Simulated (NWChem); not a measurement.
# ethylamine (C2H7N); SMILES CCN

```xyz
10

C      0.2571    -1.2343    -0.0367
C     -0.5506     0.0489     0.0217
N      0.3151     1.2090    -0.0768
H     -0.3946    -2.1209    -0.0138
H      0.8637    -1.2647    -0.9543
H      0.9463    -1.3085     0.8212
H     -1.1887     0.0307     0.9329
H     -1.2496     0.0726    -0.8321
H     -0.2323     2.0670    -0.0657
H      0.9301     1.2564     0.7345
```
Atoms are numbered in this order, from 1.

Program: NWChem. Pople sets run with spherical d functions. Coordinates come from a PBE0/def2-SVP optimisation. B3LYP is NWChem's, with the RPA form of VWN correlation. Core excitations by TDA in a window of 1s orbitals, non-relativistic and unshifted: absolute energies depend strongly on the exact-exchange share.

Question: Predict the results for N K edge, B3LYP/6-311G**. Quantities: first 1s excitation (eV); dipole oscillator strength of the first; first state with f > 0.002 (eV); dipole oscillator strength of that state.

Answer: 
| Quantity | Result |
|---|---|
| first 1s excitation (eV) | 388.3 |
| dipole oscillator strength of the first | 0.0077 |
| first state with f > 0.002 (eV) | 388.3 |
| dipole oscillator strength of that state | 0.0077 |
